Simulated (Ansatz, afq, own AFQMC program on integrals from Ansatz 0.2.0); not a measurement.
Two steps: Ansatz 0.2.0 writes the Fock matrix and Cholesky factors of the valence space, and afq projects on them the lowest state that overlaps trial and start.

```yaml
crystal:
  periodic: [false, false, false]
  atoms:
    - {symbol: Hf, position_ang: [-0.110144, 0.015057, -0.027911]}
    - {symbol: O, position_ang: [0.448863, 1.677320, -0.027911]}
    - {symbol: F, position_ang: [0.277494, -0.685068, -1.328407]}
    - {symbol: F, position_ang: [0.379298, -0.868942, 1.614132]}
basis:
  gaussian: {orbitals: def2-SVP}
magnetization: {spin_polarized: false}
correlation: {method: ccsd_t, electrons: outside_noble_gas, hamiltonian_folder: ham}
```

```sh
$ ansatz run in.yaml --threads 1 --pin off --events-out ev --progress --plain --max-ram 24576MiB --backend cuda --devices 0, --max-vram 18GiB
```

afq runs on the folder ham with

```
--method phaseless --trial cisd --walkers 4000 --populations 20 --least-time 60 --time-step 0.005 --steps-per-block 50 --equilibration-blocks 40 --max-blocks 4000 --target-error 0.0003 --factor-cut 1e-05 --seed 983 --release-times 0.24,0.48,0.8,1.2 --release-step 0.04 --release-every 5 --taylor-order 6
```

Times are imaginary, in 1/Eh. The walk had a cap of 273 s. With eight or more populations the least sampling time is a fifth of least-time, and the error comes from their spread. Core potentials past Kr, no spin–orbit coupling.

```
orbitals 67  electrons 12 12  factors 565 of 702
reference energy -320.97696675 Eh
CCSD correlation -0.65870917 Eh in 16 cycles, weight of the determinant in the CISD state 0.8370
energy of the start -321.635668 Eh
 block  time / (1/Eh)  mean weight  energy / Eh
     1     0.250  0.9996  -321.621733
     2     0.500  0.9993  -321.636098
     3     0.750  0.9998  -321.646440
     4     1.000  0.9996  -321.647721
     5     1.250  1.0001  -321.652151
    10     2.500  0.9998  -321.654477
    25     6.250  1.0002  -321.656335
    40    10.000  0.9994  -321.659177
    46    11.500  0.9998  -321.662600
    55    13.750  1.0003  -321.653092
    70    17.500  0.9998  -321.659361
    85    21.250  1.0001  -321.654202
   100    25.000  1.0003  -321.658621
   115    28.750  0.9997  -321.656300
   130    32.500  1.0002  -321.657667
   145    36.250  1.0002  -321.656680
   148    37.000  1.0001  -321.656156
error from the spread of 20 populations
released: time / (1/Eh)  energy / Eh  error  mean overlap
  0.24  -321.656630  0.000323  0.9942
  0.48  -321.656707  0.000343  0.9901
  0.80  -321.656808  0.000334  0.9831
  1.20  -321.656862  0.000628  0.9757
energy -321.656763 +/- 0.000297 Eh
(rows thinned)
```

Task: Estimate how long the walk took on 1 × NVIDIA H100 80GB HBM3 with 2 threads of AMD EPYC 7R13 Processor (Zen 3), with other jobs on the host (the card was shared).

Result: 4.2 min of wall time.

The run passed its tests (sampling time, drift between the halves within three errors, error under three times the target), which doesn't prove that it has relaxed.

Against this walk (error 8.1 meV) on the same determinant: CCSD(T) 75.2 meV higher. The error is statistical and leaves out the bias of the constraint. Released to 0.80 1/Eh the energy moves by -1 ± 12 meV (both errors), within twice the noise.

Cautions: constraint bias not in the error; no spin-orbit coupling; outer-core shells of the metal frozen; higher spins were not checked.
